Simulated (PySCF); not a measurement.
**Assignment exercise: C4H8**

Geometry:
```csv
atom,x (Å),y (Å),z (Å)
C1,1.353,-0.345,0.707
C2,0.196,-0.053,0.102
C3,-1.067,-0.811,0.388
C4,0.078,1.051,-0.907
H5,2.267,0.216,0.490
H6,1.426,-1.154,1.439
H7,-1.853,-0.135,0.765
H8,-0.911,-1.606,1.130
H9,-1.467,-1.270,-0.532
H10,1.032,1.572,-1.061
H11,-0.264,0.658,-1.880
H12,-0.675,1.793,-0.590
```

One conformer, non-relativistic, equivalent nuclei averaged, no solvent. HF/pcSseg-2 with gauge-including orbitals; structure optimised with PBE0-D3(BJ)/def2-SVP; couplings computed with B3LYP/pcJ-1 (without the spin–dipole term); PySCF.

δ = σ(ref) − σ, references computed at the same level: $^{13}$C (σref 191.47) and $^{1}$H (σref 31.68) against TMS.

Task: Assign these signals to the numbered atoms. $^{13}$C{$^{1}$H} NMR (computed): δ 156.9, 118.1, 24.8.

Result: 
| δ (ppm) | atoms | environment | reason |
| --- | --- | --- | --- |
| 156.9 | C2 | fully substituted alkene carbon | the olefinic region |
| 118.1 | C1 | terminal =CH2 carbon | an sp2 carbon of a C=C bond |
| 24.8 | C3/C4 | allylic methyl carbon | aliphatic region, no heteroatom directly attached |

Task: Assign these signals to the numbered atoms. $^{1}$H NMR (300 MHz, computed): δ 4.92 (sept, J = 1.7 Hz, 2H), 1.77 (t, J = 1.7 Hz, 6H).

Result: 
4.92 → H5/H6, hydrogen on a terminal =CH2 carbon: attached to an sp2 carbon and in the plane of the double bond
1.77 → H7/H8/H9/H10/H11/H12, hydrogen on an allylic methyl carbon: allylic position

Multiplet labels drop couplings under 1 Hz and merge nearly equal ones. Shifts are as computed, not scaled to solution data. Of 1211 compounds with measured shifts, 218 miss one by over three times the rms of a fit or turn the order of signals round; such compounds aren't used in these exercises.
